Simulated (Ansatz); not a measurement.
Na₂O⁺. The state is a doublet with charge 1. Geometry PBE0-D4/def2-TZVP, basis def2-TZVP, Ansatz.

```tsv
atom	x (Å)	y (Å)	z (Å)
Na1	-1.191	-1.288	-1.200
Na2	1.191	1.288	1.200
O3	0.000	0.000	0.000
```

```
run  HOMO (eV)  LUMO (eV)
  A      -9.13      -8.33
  B     -10.23      -6.60
  C      -9.29      -7.26
  D      -9.13      -8.42
  E      -9.26      -9.12
  F      -9.89      -6.55
```

HSE06 is defined as in plane-wave codes, on full-range PBE exchange. HOMO above LUMO, or a gap near zero within one spin, warns that the state may not be the lowest or that an electron is smeared out. The structure comes from a short search, and lower isomers may exist.

HOMO and LUMO are taken over both spins.

Q: The runs used BLYP, HSE06, LDA (SPW92), PBE, r2SCAN, r2SCANh. Estimate which is which.

A: A PBE (0 % exact exchange); B HSE06 (range-separated); C r2SCAN (0 % exact exchange); D BLYP (0 % exact exchange); E LDA (SPW92) (0 % exact exchange); F r2SCANh (10 % exact exchange). Exact exchange lowers occupied and raises empty levels; among semilocal functionals meta-GGAs tend to open the gap a little, and such runs are hard to tell apart. The gap grows from 0.13 eV (LDA (SPW92)) to 3.62 eV (HSE06). At LDA (SPW92)/def2-TZVP the gap within one spin of the charge 1 doublet nearly closes, so an electron or hole may be smeared out by delocalisation error.
